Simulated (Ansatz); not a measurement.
`CC(F)OCF` + H₂ → `COC(C)F` + H–F at 600 K and 1 bar (hydrogenolysis of a C–F bond).

Computed with Ansatz on PBE0-D4/def2-TZVP structures; ΔE is electronic, products minus reactants. CCSD(T)/CBS adds triple-zeta CCSD(T) − MP2 to the extrapolated MP2 energy (def2 sets, frozen cores). This one scheme is used for every species. Each species was taken in one conformer, which may not be the lowest.

```
   species  CCSD(T)/CBS energy (Eh)  H − E (kJ/mol)  S (J/(mol·K))
`CC(F)OCF`               -392.52005           307.7          429.4
        H₂                 -1.17544            43.9          150.8
 `COC(C)F`               -293.32811           321.4          404.4
       H–F               -100.39570            42.3          194.0
```

H − E and S are ideal-gas, rigid-rotor, harmonic terms from PBE0-D4/def2-TZVP, for one conformer and one mirror image of each species. The MP2-based limit puts H₂ 0.8 mEh under its directly extrapolated value; such offsets cancel only in part. 1 Eh = 2625.50 kJ/mol, R = 8.31446 J/(mol·K).

**Question.** By hand: ΔE, ΔH, ΔS and ΔG.

**Answer.** ΔE = (-293.32811) + (-100.39570) − (-392.52005) − (-1.17544) = -0.02832 Eh = -74.4 kJ/mol. Δ(H − E) = 321.4 + 42.3 − 307.7 − 43.9 = 12.1, so ΔH = -62.3 kJ/mol. ΔS = 404.4 + 194.0 − 429.4 − 150.8 = 18.2 J/(mol·K). ΔG = -62.3 − 600 × (18.2)/1000 = -73.2 kJ/mol.

**Question.** By hand: the equilibrium constant, and the temperature at which ΔG would vanish if ΔH and ΔS stayed fixed.

**Answer.** log₁₀ K = −ΔG/(RT ln 10) = 6.4. ΔH and −TΔS have one sign here, so there is no such temperature.

ΔH outweighs TΔS. A doubt of 5 kJ/mol in ΔE shifts log₁₀ K by 0.4 here. Other conformers and mirror images would add mixing entropy, several J/(mol·K) or more a flexible species. These are equilibria of isolated gas molecules and say nothing of rates. Largest T1 diagnostic: 0.011 (customary marks: 0.02 for closed shells, 0.045 for open ones).
